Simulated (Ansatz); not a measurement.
For wurtzite CdS, RPBE (Ansatz, an electronic-structure program, plane waves, PAW) gives:

| Item | Value |
|---|---|
| equilibrium lattice constant a | 4.254 Å |
| c axis length | 6.920 Å |
| cohesive energy | 2.22 eV/atom |

Task: What does r²SCAN0 (Ansatz, PAW) give for the same quantities?

Result: 
- lattice constant a: 4.152 Å (shrinks by 2.4 %)
- lattice parameter c: 6.741 Å (falls by 2.6 %)
- cohesive energy: 2.78 eV/atom (grows by 0.56 eV/atom)

For comparison: lattice constant a 4.136 Å (measured, temperature not stated, no zero-point or thermal correction; as tabulated in Biswas et al. (2022), arXiv:2106.08875); lattice parameter c 6.714 Å (measured, temperature not stated, not corrected to a static lattice; as tabulated in Biswas et al. (2022), arXiv:2106.08875); cohesive energy 2.87 ± 0.03 eV/atom (worked out here from tabulated enthalpies at 298 K, copied from a table, unchecked, brought to a static lattice with a Debye model, atoms in their spin–orbit ground levels; inputs from the CRC Handbook).

Changes are worked out from the printed values.

Unless a cell is named, each level is at its own relaxed cell (RPBE 27.11, r²SCAN0 25.16 Å³/atom).

Ansatz's density-functional and Hartree–Fock values are scalar-relativistic unless marked +SOC, with PAW data made under PBE.
